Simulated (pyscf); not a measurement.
Thermochemistry of product channels of `[SiH3][O][SnH3]` + `[CH3][OH]` on the singlet surface, in kcal/mol, from CCSD(T)/def2-TZVPP + ΔMP2(QZVPP) energies (ideal gas, 1 atm, RRHO with modes under 100 cm⁻¹ raised to 100, one conformer, R ln 2 for chiral ones without a mode under 150 cm⁻¹). Structures and frequencies: ωB97X-D3(BJ)/def2-SVP in PySCF. Correlated levels are frozen-core, on RHF or UHF. ΔMP2 is the change of the MP2 total energy from the triple- to the quadruple-zeta basis.

```tsv
products	ΔE	ΔH(298 K)	ΔG(600 K)	ΔG(1200 K)
`[OH][SiH3]` + `[CH3][O][SnH3]`	[?]	+4.5	+4.2	+3.7
`[CH3][O][SiH3]` + `[OH][SnH3]`	+4.7	+4.1	+3.5	[?]
```

Question: What belongs in the gaps?

Answer: 
- `[OH][SiH3]` + `[CH3][O][SnH3]`, ΔE: +5.2
- `[CH3][O][SiH3]` + `[OH][SnH3]`, ΔG(1200 K): +2.5

These are energies of the channels, which say nothing of barriers. H₃C–O–SnH₃ lies 19.9 kcal/mol over its isomer H₃C–SnH₂–OH (electronic energy, ωB97M-D3(BJ)/def2-TZVP). H₃C–O–SiH₃ lies 23.7 kcal/mol over its isomer H₃C–SiH₂–OH (electronic energy, ωB97M-D3(BJ)/def2-TZVP). The CCSD(T) − MP2 part came from Ansatz, without density fitting, on the same reference. The frozen core leaves the outer d or s,p core shells of the metals and heavy elements correlated in the MP2 and CC values, and def2-TZVPP describes them poorly, which can shift differences by a few kcal/mol. Elements past Kr carry the def2 core potentials, without spin-orbit coupling.
